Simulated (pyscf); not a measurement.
A first-order saddle from PySCF, ωB97X-D3(BJ)/def2-SVP:

```
C
H 1 1.0942
H 1 1.0942 2 112.88
C 1 1.5201 2 112.45 3 -128.53
H 4 1.0978 1 115.72 2 131.38
H 4 1.0978 5 111.96 1 135.55
C 4 1.4751 5 116.05 6 136.43
H 7 1.0916 4 120.42 5 15.02
H 7 1.0917 8 117.46 4 165.19
N 1 1.9116 2 89.48 3 89.18
H 10 1.0277 1 103.99 2 70.14
H 10 1.0277 11 102.35 1 -108.02
```
Charge 0, spin multiplicity 2.

Surface: doublet, charge 0. Lowest wavenumbers (cm⁻¹): 971i, 100, 282, 351, 369.

Task: Which two sides does it connect, and which bonds change?

Result: `[CH2]1[CH2][CH2]1` + `[NH2]` [doublet] ⇌ `[CH2][CH2][CH2][NH2]` [doublet], a ring opening by addition read from left to right: C–C broken and C–N formed. At ωB97M-D3(BJ)/def2-TZVP it lies +37.7 kcal/mol from the left side and +65.4 kcal/mol from the right (each side as separated species at their lowest minima found). On the product side the descent ends in a point that may be a rotor saddle (no frequency run), 4.7 kcal/mol over the lowest minimum found and 62.2 kcal/mol under the saddle at ωB97X-D3(BJ)/def2-TZVP. From the product side, H₂C=CH₂ + •H₂C–NH₂ lies, by one bond made or cut, 47.3 kcal/mol under this saddle at ωB97M-D3(BJ)/def2-TZVP. cyclopropane lies 6.6 kcal/mol over its isomer H₂C=CH–CH₃ (electronic energy, ωB97M-D3(BJ)/def2-TZVP). One saddle was located; it need not be the lowest between these sides.
